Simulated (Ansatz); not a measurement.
Geometry optimisation, Ansatz 0.2.0, RKS PBE0-D4/def2-SVP.

Input file:

```yaml
crystal:
  periodic: [false, false, false]
  atoms:
    - { symbol: B, position_ang: [0.0, 0.0, 0.0] }
    - { symbol: "N", position_ang: [0.0, 0.0, 1.9] }
    - { symbol: H, position_ang: [-0.877, -0.2713, 2.43] }
    - { symbol: H, position_ang: [0.877, 0.2713, 2.43] }
    - { symbol: "N", position_ang: [1.3423, 0.0, -0.775] }
    - { symbol: H, position_ang: [1.8089, -0.9179, -1.0268] }
    - { symbol: H, position_ang: [1.7937, 0.9179, -1.0532] }
    - { symbol: H, position_ang: [-1.0305, 0.0, -0.595] }
    - { symbol: H, position_ang: [-0.1864, 1.4017, 0.4698] }
    - { symbol: H, position_ang: [-0.1534, 1.1538, 1.3606] }
basis:
  gaussian: { orbitals: def2-SVP }
hamiltonian:
  xc: pbe0
  dispersion: d4
relax:
  f_tol: 0.15
  max_steps: 25
  restrain:
    - { distance: [0, 8], at: 2.39, k: 30.0 }
    - { distance: [9, 1], at: 2.26, k: 30.0 }
    - { distance: [0, 1], at: 1.55, k: 30.0 }
    - { distance: [9, 8], at: 0.66, k: 30.0 }
output:
  orbitals: {}
```

Run as:

```bash
$ ansatz run input.yaml --threads 2 --pin off --max-ram 3072MiB --backend cpu --events-out ev --progress --plain --runs-dir out
```

**Question.** Where does it end, and by what steps?

**Answer.** It converged. The restraints hold the end off the free minimum. After 13 steps the energy has fallen by 3.906 eV (the restraints' own energy left out); H6 moved furthest, 1.20 Å.

```csv
step,energy less start (eV),largest force component (eV/Å),accepted
0,0.0000,3.792,yes
1,0.0886,2.499,yes
2,-0.5491,2.925,yes
3,-1.8147,2.534,yes
4,-2.6834,2.824,yes
5,-3.0076,2.210,yes
6,-3.2639,1.876,yes
7,-3.4605,2.084,yes
8,-3.6251,2.090,yes
9,-3.7810,2.058,yes
10,-3.8835,2.045,yes
11,-3.8722,1.796,no
12,-3.9013,1.933,yes
13,-3.9062,2.064,yes
```

```xyz
10
Properties=species:S:1:pos:R:3
B 0.057 -0.109 0.179
N 0.072 -0.319 1.647
H -0.785 -0.534 2.132
H 0.910 -0.550 2.161
N 1.237 -0.070 -0.583
H 2.167 -0.134 -0.194
H 1.218 0.123 -1.573
H -1.012 0.003 -0.373
H -0.133 2.256 0.562
H -0.157 1.891 1.180
```

Run time: 22 s on 2 threads of Intel(R) Xeon(R) Platinum 8175M CPU @ 2.50GHz (Skylake/Cascade Lake), on a shared host, peak memory 0.16 GiB.
